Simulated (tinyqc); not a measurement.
RHF in the sto-3g basis, for H2O, spin multiplicity 1, step by step. One step of it, computed by the program tinyqc.

Question. Orthogonalisation. S = U s U^T; symmetric (Loewdin) form X = U s^(-1/2) U^T, so that X^T S X = 1.

overlap S, order 1O 1s, 1O 2s, 1O 2px, 1O 2py, 1O 2pz, 2H 1s, 3H 1s:
```
[[1.000000, 0.236704, 0.000000, 0.000000, 0.000000, 0.062079, 0.062079],
 [0.236704, 1.000000, 0.000000, 0.000000, 0.000000, 0.514436, 0.514436],
 [0.000000, 0.000000, 1.000000, 0.000000, 0.000000, 0.000000, 0.000000],
 [0.000000, 0.000000, 0.000000, 1.000000, 0.000000, 0.339095, -0.339095],
 [0.000000, 0.000000, 0.000000, 0.000000, 1.000000, 0.236032, 0.236032],
 [0.062079, 0.514436, 0.000000, 0.339095, 0.236032, 1.000000, 0.266488],
 [0.062079, 0.514436, 0.000000, -0.339095, 0.236032, 0.266488, 1.000000]]
```

Give: eigenvalues of S; X.

Answer.

eigenvalues of S: [0.304, 0.369, 0.891, 1.000, 1.083, 1.364, 1.988]

X, order 1O 1s, 1O 2s, 1O 2px, 1O 2py, 1O 2pz, 2H 1s, 3H 1s:
```
[[1.024, -0.147, 0.000, 0.000, -0.011, 0.023, 0.023],
 [-0.147, 1.303, 0.000, 0.000, 0.127, -0.339, -0.339],
 [0.000, 0.000, 1.000, 0.000, 0.000, 0.000, 0.000],
 [0.000, 0.000, 0.000, 1.145, 0.000, -0.269, 0.269],
 [-0.011, 0.127, 0.000, 0.000, 1.057, -0.153, -0.153],
 [0.023, -0.339, 0.000, -0.269, -0.153, 1.257, -0.100],
 [0.023, -0.339, 0.000, 0.269, -0.153, -0.100, 1.257]]
```
